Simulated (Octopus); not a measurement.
# CH2S (methanethial), step by step

Aim: a series of 9 runs (PBE, PZ81 LDA) of CH2S (methanethial). The setting varied is the box margin, stencil order. 

Program for the calculation: Octopus 16.4.

9 further runs of the same task are left out: 9 set aside as unsound or not needed. Runs told in other sessions of the task aren't counted.

### 1 The molecule

CH2S has 4 atoms, charge 0, and is taken as a singlet. SMILES: `C=S`. Geometry: relaxed at PBE0-D4/def2-TZVP.

Bond lengths: C1–S2 1.599 Å, C1–H3 1.090 Å, C1–H4 1.090 Å. Angles: S2–C1–H3 122.2°, S2–C1–H4 122.2°, H3–C1–H4 115.6°.

### 2 Energy and forces at PBE (scalar, in the pseudopotentials, pseudodojo_pbesol potentials, box margin 3.49998 angstrom, extra states 0, grid spacing 0.189975 angstrom, mix field default) (run 1)

File geometry.xyz:

```xyz
4

C     -0.096102    -0.033540    -0.040190
S      1.308388     0.456540     0.547110
H     -0.972062    -0.177290     0.593080
H     -0.240222    -0.245710    -1.100000
```

Started as:

```
$ OMP_NUM_THREADS=1 octopus > gs.log
```

What it wrote:

```text
Version                : 16.4
[... 153 lines left out ...]
Converged eigenvectors: 0
#  State  Eigenvalue [eV]  Occupation    Error
[... 10 lines left out ...]
Converged eigenvectors: 0
#  State  Eigenvalue [eV]  Occupation    Error
[... 50 lines left out ...]
Converged eigenvectors: 0
#  State  Eigenvalue [eV]  Occupation    Error
[... 10 lines left out ...]
Converged eigenvectors: 0
#  State  Eigenvalue [eV]  Occupation    Error
[... 7 lines left out ...]
Info: SCF converged in   17 iterations
[... 1 line left out ...]
**   Some of the states are not fully converged!
[... 1 line left out ...]
Octopus emitted 2 warnings.
```

Wall time 5.1 s (1 thread of Arm Neoverse V1, shared host); peak memory 0.067 GiB.

### 3 Energy and forces at PBE (scalar, in the pseudopotentials, pseudodojo_pbesol potentials, box margin 4 angstrom, extra states 0, grid spacing 0.19 angstrom, mix field default) (run 2)

geometry.xyz is that of step 2.

Started as:

```
$ OMP_NUM_THREADS=1 octopus > gs.log
```

What it wrote:

```text
Version                : 16.4
[... 153 lines left out ...]
Converged eigenvectors: 0
#  State  Eigenvalue [eV]  Occupation    Error
[... 10 lines left out ...]
Converged eigenvectors: 0
#  State  Eigenvalue [eV]  Occupation    Error
[... 56 lines left out ...]
Converged eigenvectors: 0
#  State  Eigenvalue [eV]  Occupation    Error
[... 10 lines left out ...]
Converged eigenvectors: 3
#  State  Eigenvalue [eV]  Occupation    Error
[... 7 lines left out ...]
Info: SCF converged in   19 iterations
[... 1 line left out ...]
**   Some of the states are not fully converged!
[... 1 line left out ...]
Octopus emitted 2 warnings.
```

It took 6.6 s on 1 thread of Arm Neoverse V1, shared host; peak memory 0.077 GiB.

Runs 3 to 8 aren't shown in full; the table further down has their settings and results.

### 4 Energy and gradient at PZ81 LDA (scalar, in the pseudopotentials, standard potentials, box margin 4.5 angstrom, extra states 0, grid spacing 0.17 angstrom, mix field default) (run 9)

Started as:

```
$ OMP_NUM_THREADS=1 octopus > gs.log
```

What it wrote:

```text
Version                : 16.4
[... 153 lines left out ...]
Converged eigenvectors: 0
#  State  Eigenvalue [eV]  Occupation    Error
[... 10 lines left out ...]
Converged eigenvectors: 0
#  State  Eigenvalue [eV]  Occupation    Error
[... 56 lines left out ...]
Converged eigenvectors: 0
#  State  Eigenvalue [eV]  Occupation    Error
[... 10 lines left out ...]
Converged eigenvectors: 1
#  State  Eigenvalue [eV]  Occupation    Error
[... 7 lines left out ...]
Info: SCF converged in   19 iterations
[... 1 line left out ...]
**   Some of the states are not fully converged!
[... 1 line left out ...]
Octopus emitted 1 warning.
```

It took 17 s on 1 thread of Arm Neoverse V1, shared host; peak memory 0.13 GiB.

### 5 All runs side by side

```tsv
run	level	box margin	stencil order	energy (Eh)	dipole moment (D)	HOMO energy (eV)	largest force (eV/Å)	wall time
1	PBE (scalar, in the pseudopotentials, pseudodojo_pbesol potentials, box margin 3.49998 angstrom, extra states 0, grid spacing 0.189975 angstrom, mix field default)	3.49998	4	-18.207830	1.51	-5.38	0.524	5.1 s
2	PBE (scalar, in the pseudopotentials, pseudodojo_pbesol potentials, box margin 4 angstrom, extra states 0, grid spacing 0.19 angstrom, mix field default)	4	4	-18.209886	1.59	-5.46	0.597	6.6 s
3	PBE (scalar, in the pseudopotentials, pseudodojo_pbesol potentials, box margin 4.99998 angstrom, extra states 0, grid spacing 0.189975 angstrom, mix field default)	4.99998	4	-18.210527	1.63	-5.49	0.620	11 s
4	PBE (scalar, in the pseudopotentials, pseudodojo_pbesol potentials, box margin 6 angstrom, extra states 0, grid spacing 0.19 angstrom, mix field default)	6	4	-18.210574	1.64	-5.50	0.622	20 s
5	PBE (scalar, in the pseudopotentials, pseudodojo_pbesol potentials, box margin 7 angstrom, extra states 0, grid spacing 0.19 angstrom, mix field default)	7	4	-18.210577	1.64	-5.50	0.622	27 s
6	PZ81 LDA (scalar, in the pseudopotentials, standard potentials, box margin 4.50002 angstrom, extra states 0, grid spacing 0.170025 angstrom, mix field default)	4.50002	3	-17.041804	1.63	-5.58	0.300	11 s
7	PZ81 LDA (scalar, in the pseudopotentials, standard potentials, box margin 4.50002 angstrom, extra states 0, grid spacing 0.170025 angstrom, mix field default)	4.50002	4	-17.039359	1.63	-5.58	0.304	13 s
8	PZ81 LDA (scalar, in the pseudopotentials, standard potentials, box margin 4.5 angstrom, extra states 0, grid spacing 0.17 angstrom, mix field default)	4.5	6	-17.038460	1.63	-5.58	0.301	15 s
9	PZ81 LDA (scalar, in the pseudopotentials, standard potentials, box margin 4.5 angstrom, extra states 0, grid spacing 0.17 angstrom, mix field default)	4.5	8	-17.038320	1.63	-5.58	0.300	17 s
```

Convergence of the total energy of singlet CH2S with the box margin, against the last point:

```tsv
box margin	from the last (mEh)	wall time
3.49998 Å	+2.748	5.1 s
4 Å	+0.692	6.6 s
4.99998 Å	+0.050	11 s
6 Å	+0.003	20 s
7 Å	+0.000	27 s
```

Convergence of the dipole moment of singlet CH2S with the box margin, against the last point:

```tsv
box margin	from the last (D)	wall time
3.49998 Å	-0.1279	5.1 s
4 Å	-0.0472	6.6 s
4.99998 Å	-0.0058	11 s
6 Å	-0.0006	20 s
7 Å	+0.0000	27 s
```

### 6 Outcome

| quantity | value |
| --- | --- |
| run 9, PZ81 LDA: total energy | -17.03832 Eh |
| run 9, PZ81 LDA: dipole moment | 1.63 D |
| run 9, PZ81 LDA: HOMO energy | -5.58 eV |
| run 9, PZ81 LDA: largest force on an atom | 0.300 eV/Å |

In words: For the total energy of singlet CH2S to stay within 2 mEh of the last point, 4 Å is the first point of the series from which all later ones do (6.6 s against 27 s). For the total energy of singlet CH2S to stay within 0.5 mEh of the last point, 4.99998 Å is the first point of the series from which all later ones do (11 s against 27 s). For the dipole moment of singlet CH2S to stay within 0.05 D of the last point, 4 Å is the first point of the series from which all later ones do (6.6 s against 27 s). For the dipole moment of singlet CH2S to stay within 0.01 D of the last point, 4.99998 Å is the first point of the series from which all later ones do (11 s against 27 s). Totals of different functionals can't be ranked against each other. All runs together took 2.1 min, the longest 27 s.
